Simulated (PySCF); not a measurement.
# The electron affinity along group 14

Calculated with PySCF 2.14 from differences of total energies of unrestricted determinants, without spin-orbit coupling. Values in eV. The last column holds reference values (measured affinities from photodetachment; the arrow runs from anion to atom). Unmarked ones compare directly (S terms, centres of terms, or small fine structure); those marked * lie between the lowest fine-structure levels and include a spin-orbit shift.

| element | configurations | UHF | MP2 (valence) | SCS-MP2 (valence) | CCSD (valence) | PBE | PBE0 | reference |
| --- | --- | --- | --- | --- | --- | --- | --- | --- |
| C (def2-QZVPPD, non-relativistic) | [He] 2s2 2p3 → [He] 2s2 2p2 | 0.399 | 1.184 | 0.907 | 1.062 | 1.384 | 1.277 | 1.262 |
| Si (def2-QZVPPD, non-relativistic) | [Ne] 3s2 3p3 → [Ne] 3s2 3p2 | 0.791 | 1.331 | 1.158 | 1.266 | 1.364 | 1.363 | 1.390 * |
| Ge (def2-QZVPPD, non-relativistic) | [Ar] 3d10 4s2 4p3 → [Ar] 3d10 4s2 4p2 | 0.777 | 1.244 | 1.092 | 1.209 | 1.254 | 1.273 | 1.233 * |
| Sn (def2-QZVPPD with the def2 core potential (28 electrons), ECP) | [Kr] 4d10 5s2 5p3 → [Kr] 4d10 5s2 5p2 | 0.933 | 1.344 | 1.207 | 1.325 | 1.354 | 1.369 | 1.112 * |
| Pb (def2-QZVPPD with the def2 core potential (60 electrons), ECP) | [Xe] 4f14 5d10 6s2 6p3 → [Xe] 4f14 5d10 6s2 6p2 | 0.839 | 1.192 | 1.060 | 1.202 | 1.251 | 1.254 | 0.357 * |

The highest occupied level of the anion is positive for C⁻ at PBE, PBE0; Si⁻ at PBE, PBE0; Ge⁻ at PBE, PBE0; Sn⁻ at PBE, PBE0; Pb⁻ at PBE, PBE0, so there the basis helps to hold the electron.

For Pb a determinant mixes LS terms or the coupling is close to jj, so these rows are model values.

"Valence" correlates the outer s and p shells and, in groups 3 to 12 and the f block, the outer d or f shell, open or full, or the next shell where the ion has no valence electron left; the wider scheme adds the next inner shell.
